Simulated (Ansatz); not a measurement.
A made-up structure of C₂H₃Si (charge +1), closed shell:

```
6
angstrom
C -0.7194 -0.5782 -0.2909
C 0.4331 0.3038 -0.8103
Si 0.2933 0.2810 1.1280
H -1.5737 -1.2723 -0.8025
H 0.8702 0.5981 -1.9038
H 0.6966 0.6675 2.6795
```

It is relaxed with PBE-D4/def2-SVP and then PBE0-D4/def2-TZVP (Ansatz 0.2.0). Atoms count as bonded within 1.22 times the sum of their covalent radii (H–H: 0.88 Å). The end point is not checked to be a true minimum.

(1) Does its bonding change? (Judge from chemistry; the calculation decides.)

Answers

(1) The calculation gives: No: no bond forms or breaks.

Where it ends: The first stage lowers the energy by 1.44 eV in 5 steps. It ends as C₂H₃Si ([CH]1[CH][SiH]1), total charge +1:
| atom | x (Å) | y (Å) | z (Å) |
| --- | --- | --- | --- |
| C1 | -0.6423 | -0.5162 | -0.2598 |
| C2 | 0.3866 | 0.2713 | -0.7235 |
| Si3 | 0.2618 | 0.2509 | 1.0071 |
| H4 | -1.4051 | -1.1360 | -0.7164 |
| H5 | 0.7770 | 0.5341 | -1.6998 |
| H6 | 0.6219 | 0.5960 | 2.3924 |

Labels in which every atom is bracketed show which atoms are joined, not bond orders.

For scale, one of the runs: PBE0-D4/def2-TZVP relaxation, 117 basis functions, launched by `ansatz run in.yaml --threads 2 --pin off --events-out ev --progress --plain --max-ram 4352MiB`. Hardware: 2 CPU threads of an Arm Neoverse N1, shared host. Wall time about 15 s.
